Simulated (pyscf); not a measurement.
Structures and frequencies: ωB97X-D3(BJ)/def2-SVP in PySCF. MP2 and CC: frozen core, UHF for open shells. ΔMP2 is the change of the MP2 total energy from the triple- to the quadruple-zeta basis.

For `[SiH2][Cl]` [doublet] + `[NH3]` → `[NH2][SiH2][Cl]` + `[H]` [doublet], a substitution at N (doublet surface; H–N broken, N–Si formed), PBE/def2-TZVP gives ΔE‡ = 14.8 kcal/mol and ΔE = +4.9 kcal/mol (zero: the separated reactants). In which direction and how far do M06-2X/def2-TZVP, ωB97M-D3(BJ)/def2-TZVP, CCSD(T)/def2-TZVPP + ΔMP2(QZVPP) move these?

M06-2X: ΔE‡ = 21.8 kcal/mol, ΔE = +1.2 kcal/mol; ωB97M-D3(BJ): ΔE‡ = 20.9 kcal/mol, ΔE = +0.6 kcal/mol; CCSD(T): ΔE‡ = 21.9 kcal/mol, ΔE = +2.5 kcal/mol. PBE's barrier lies under all of them, by 6.0 to 7.1 kcal/mol. Its reaction energy lies over all of them, by 2.4 to 4.3 kcal/mol. Low barriers are usual for a GGA, whose delocalisation error favours stretched bonds. On the reactant side the descent ends in a complex, 6.2 kcal/mol under the separated species and 28.7 kcal/mol under the saddle at ωB97X-D3(BJ)/def2-TZVP. The same reactants have a lower exit, to H₂N–SiH₂• + HCl (barrier +12.9 kcal/mol at ωB97M-D3(BJ), against +20.9 kcal/mol here). One saddle was located; it need not be the lowest between these sides. The angle at the attacked N is 131°. The CCSD(T) − MP2 part came from Ansatz, without density fitting, on the same reference.
